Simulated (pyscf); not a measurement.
H₂B–F + CH₄ → BH₃ + H₃C–F (four-centre exchange; singlet surface; B–F, C–H broken, B–H, C–F formed). Optimised with ωB97X-D3(BJ)/def2-SVP in PySCF. Correlated levels are frozen-core, on RHF or UHF. ΔMP2 is the change of the MP2 total energy from the triple- to the quadruple-zeta basis. Energies in kcal/mol from the separated reactants.

```json
[
 {"level": "PBE/def2-TZVP", "barrier": "90.4", "reaction energy": "+60.1"},
 {"level": "PBE0-D3(BJ)/def2-TZVP", "barrier": "96.3", "reaction energy": "+59.8"},
 {"level": "ωB97M-D3(BJ)/def2-TZVP", "barrier": "98.4", "reaction energy": "+60.3"},
 {"level": "MP2/def2-QZVPP", "barrier": "105.1", "reaction energy": "+62.2"},
 {"level": "CCSD/def2-TZVPP", "barrier": "105.4", "reaction energy": "+59.8"},
 {"level": "CCSD(T)/def2-TZVPP", "barrier": "102.1", "reaction energy": "+60.3"},
 {"level": "CCSD(T)/def2-TZVPP + ΔMP2(QZVPP)", "barrier": "101.9", "reaction energy": "+60.3"}
]
```

Of the functionals in the table, ωB97M-D3(BJ) is closest to CCSD(T)/def2-TZVPP + ΔMP2(QZVPP) in the barrier (3.6 kcal/mol apart) and PBE least close (11.5 kcal/mol); that level has limits of its own. On the product side the descent ends in a complex, 6.6 kcal/mol under the separated species and 47.1 kcal/mol under the saddle at ωB97X-D3(BJ)/def2-TZVP. At ωB97X-D3(BJ) the barrier from the zero used here is 99.4 kcal/mol. The same reactants have a lower exit, to H₃C–BH–F + H₂ (barrier +34.7 kcal/mol at ωB97M-D3(BJ), against +98.4 kcal/mol here). This is the saddle that the search found; another between the same sides may lie lower. The CCSD(T) − MP2 part came from Ansatz, without density fitting, on the same reference.
